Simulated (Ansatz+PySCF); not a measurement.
Results of a calculation; reference values are marked as such.
**furan + H2S → thiophene + H2O**

furan (charge 0, multiplicity 1):
```json
{"atom": "O", "x (Å)": "1.1498", "y (Å)": "0.0000", "z (Å)": "0.0000"}
{"atom": "C", "x (Å)": "0.3528", "y (Å)": "1.0865", "z (Å)": "0.0000"}
{"atom": "C", "x (Å)": "-0.9584", "y (Å)": "0.7153", "z (Å)": "0.0000"}
{"atom": "C", "x (Å)": "-0.9584", "y (Å)": "-0.7153", "z (Å)": "0.0000"}
{"atom": "C", "x (Å)": "0.3528", "y (Å)": "-1.0865", "z (Å)": "0.0000"}
{"atom": "H", "x (Å)": "0.8548", "y (Å)": "2.0507", "z (Å)": "0.0000"}
{"atom": "H", "x (Å)": "-1.8204", "y (Å)": "1.3790", "z (Å)": "0.0000"}
{"atom": "H", "x (Å)": "-1.8204", "y (Å)": "-1.3790", "z (Å)": "0.0000"}
{"atom": "H", "x (Å)": "0.8548", "y (Å)": "-2.0507", "z (Å)": "0.0000"}
```

H2S (charge 0, multiplicity 1):
```xyz
3

S     0.0000    0.0000   -0.1040
H     0.0000    0.9715    0.8321
H     0.0000   -0.9715    0.8321
```

thiophene (charge 0, multiplicity 1):
```json
{"atom": "S", "x (Å)": "0.0000", "y (Å)": "0.0000", "z (Å)": "1.1893"}
{"atom": "C", "x (Å)": "0.0000", "y (Å)": "1.2350", "z (Å)": "-0.0031"}
{"atom": "C", "x (Å)": "0.0000", "y (Å)": "-1.2350", "z (Å)": "-0.0031"}
{"atom": "C", "x (Å)": "0.0000", "y (Å)": "0.7120", "z (Å)": "-1.2695"}
{"atom": "C", "x (Å)": "0.0000", "y (Å)": "-0.7120", "z (Å)": "-1.2695"}
{"atom": "H", "x (Å)": "0.0000", "y (Å)": "2.2833", "z (Å)": "0.2931"}
{"atom": "H", "x (Å)": "0.0000", "y (Å)": "-2.2833", "z (Å)": "0.2931"}
{"atom": "H", "x (Å)": "0.0000", "y (Å)": "1.3256", "z (Å)": "-2.1717"}
{"atom": "H", "x (Å)": "0.0000", "y (Å)": "-1.3256", "z (Å)": "-2.1717"}
```

H2O (charge 0, multiplicity 1):
```xyz
3

O     0.0000    0.0000   -0.1197
H     0.0000    0.7542    0.4787
H     0.0000   -0.7542    0.4787
```

Shapes relaxed with PBE0/def2-SVP. Single points in def2-SVP with Ansatz (development build ahead of 0.2.0), no zero-point energy. Correlated methods freeze no orbital on H to Be, one on B to Mg, five on Al to Zn, nine on Ga to Sr.

```
             method  reaction energy
    HF (restricted)        -0.179 eV
  HF (unrestricted)        -0.188 eV
   MP2 (restricted)        -0.521 eV
 MP2 (unrestricted)        -0.341 eV
  PBE0 (restricted)        -0.288 eV
r2SCAN (restricted)        -0.320 eV
 wB97X (restricted)        -0.192 eV
```

Question: What does PBE (restricted) give?

Answer: -0.225 eV. Caution for HF (unrestricted), MP2 (unrestricted): the determinant breaks the point group; the unrestricted determinant is spin contaminated. Caution for MP2 (unrestricted): another reference gives a lower total.
